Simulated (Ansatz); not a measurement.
The input, for Ansatz 0.2.0:

```yaml
crystal:
  periodic: [false, false, false]
  atoms:
    - {symbol: O, position_ang: [-1.467555, -0.185315, 0.000000]}
    - {symbol: H, position_ang: [-1.716864, 0.741261, 0.000000]}
    - {symbol: H, position_ang: [-0.266555, -0.185315, 0.000000]}
    - {symbol: N, position_ang: [2.305529, -0.185315, 0.000000]}
    - {symbol: C, position_ang: [1.145445, -0.185315, 0.000000]}
basis:
  gaussian: {orbitals: cc-pVDZ}
magnetization: {spin_polarized: true, initial_magnetization: 1}
hamiltonian: {xc: {name: PBE0}}
output: {orbitals: {seedname: orbitals}}
```

```sh
$ ansatz run in.yaml --threads 1 --pin off --events-out ev --progress --plain --max-ram 4096MiB --backend cpu
```

Log:

```
487 factors; integrals over basis functions are off by at most 1.4e-3 eV
mean field evaluation 1: about -4593.2016 eV, gradient 3.2e1 eV
mean field evaluation 2: about -4583.2599 eV, gradient 5.8e1 eV
mean field evaluation 4: about -4597.0387 eV, gradient 3.8e0 eV
mean field evaluation 8: about -4597.2658 eV, gradient 6.2e-1 eV
mean field evaluation 16: about -4597.2703 eV, gradient 5.0e-3 eV
mean field evaluation 32: about -4596.8876 eV, gradient 7.0e0 eV
mean field -4597.27030655 eV, -168.9465676239 hartree, gradient 6.6e-6 eV, S^2 0.762797; 1 other end points of the search recorded, 0 dependent functions left out
reference -4597.27032062 eV, -168.9465681412 hartree; 12, 11 occupied and 40, 41 virtual orbitals, 487 factors
Total energy: -4597.27032062 eV, -168.9465681412 hartree
```

Ran on 1 thread of AMD EPYC 7R13, shared host: 1.9 s wall, 0.27 GiB peak host memory.
